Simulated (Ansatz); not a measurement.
C2H3F3, SMILES `FCC(F)F`, relaxed with RKS PBE-D4/def2-SVP in Ansatz from a rough embedded geometry. The force threshold is 0.03 eV/Å; the program also tests the step.

Total charge 0; spin multiplicity 1.

Start:

```xyz
8

F    -1.202    0.942   -0.824
C    -0.476    0.545    0.262
C     0.506   -0.551   -0.109
F    -0.122   -1.611   -0.598
F     1.365   -0.099   -1.113
H    -1.211    0.191    0.980
H     0.062    1.417    0.631
H     1.078   -0.834    0.770
```

How much energy does the relaxation release, and in how many steps? (An estimate is asked.)

The calculation gave: 11.89 kJ/mol, in 3 steps.

Which bonds change most? (An estimate is asked.)

The calculation gave: C3–F4 from 1.326 to 1.365 Å; C3–F5 from 1.396 to 1.365 Å; C3–H8 from 1.087 to 1.118 Å; C2–H6 from 1.087 to 1.113 Å.

Give the relaxed structure. (An estimate is asked.)

Computed: 
```xyz
8

F    -1.216    0.940   -0.867
C    -0.491    0.557    0.235
C     0.503   -0.535   -0.122
F    -0.149   -1.629   -0.612
F     1.371   -0.093   -1.078
H    -1.176    0.174    1.025
H     0.068    1.430    0.643
H     1.090   -0.843    0.777
```
